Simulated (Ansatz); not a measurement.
Species: CHO2, charge 0, doublet. CHO2 (SMILES [O]C=O, doublet).
B3LYP-D3(BJ)/def2-TZVP minimum from Ansatz (a program for electronic structure):
```xyz
4

O     -1.0889    -0.4412    -0.0122
C     -0.0503     0.2004     0.0018
O      1.1682     0.1247     0.0094
H     -0.3333     1.3291     0.0118
```
Charge 0, spin multiplicity 2.

Total energies in aug-cc-pVDZ, 17 correlated electrons, 3 frozen orbitals. Radicals and triplets start from unrestricted determinants; spin-orbit coupling is neglected. Cores are frozen in correlated methods. No relativity. The UHF reference of CHO2 ([O]C=O, doublet) is spin-contaminated (<S^2> up to 0.04 over the pure value in the sets run). The determinant of CHO2 ([O]C=O, doublet) is a saddle point of the SCF energy; a lower one exists, which strains HF and MP2.

```
method    program  energy (Eh)  minus CCSDT(Q) (mEh)
--------  -------  -----------  --------------------
HF         Ansatz   -188.11315                559.61
MP2        Ansatz   -188.64343                 29.33
CCSD       Ansatz   -188.64429                 28.47
CCSD(T)    Ansatz   -188.66875                  4.01
CCSDT(Q)   Ansatz   -188.67276                  0.00
```

Rough core times of Ansatz's runs on a shared machine: CCSD(T) 80 s, CCSDT(Q) 20 min.
